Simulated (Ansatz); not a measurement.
```yaml
crystal:
  periodic: [false, false, false]
  atoms:
    - {symbol: C, position_ang: [-1.163217, 0.906006, -0.412989]}
    - {symbol: S, position_ang: [-0.797716, -0.855329, -0.419487]}
    - {symbol: C, position_ang: [0.691134, -0.855271, 0.595392]}
    - {symbol: O, position_ang: [1.783978, -0.190871, 0.026356]}
    - {symbol: H, position_ang: [-1.983592, 1.069082, -1.111881]}
    - {symbol: H, position_ang: [-1.471297, 1.237666, 0.579921]}
    - {symbol: H, position_ang: [-0.294782, 1.475486, -0.742896]}
    - {symbol: H, position_ang: [0.897778, -1.914412, 0.790677]}
    - {symbol: H, position_ang: [0.488914, -0.359159, 1.546212]}
    - {symbol: H, position_ang: [1.931901, -0.564396, -0.848305]}
basis:
  gaussian: {orbitals: cc-pVTZ-PP, nuclear_model: gaussian}
hamiltonian: {xc: {name: LC-wPBE}}
output: {forces: true}
```

```sh
$ ansatz run in.yaml --threads 2 --pin off --events-out ev --progress --plain --max-ram 4352MiB
```

Shortened log:

```
Functional definition: LC-wPBE
Error: <dir> the basis set cc-pVTZ-PP has no functions for C
```

**Question.** What is wrong with this run?

**Answer.** The basis set is misnamed or doesn't suit the job. The program refused the input.
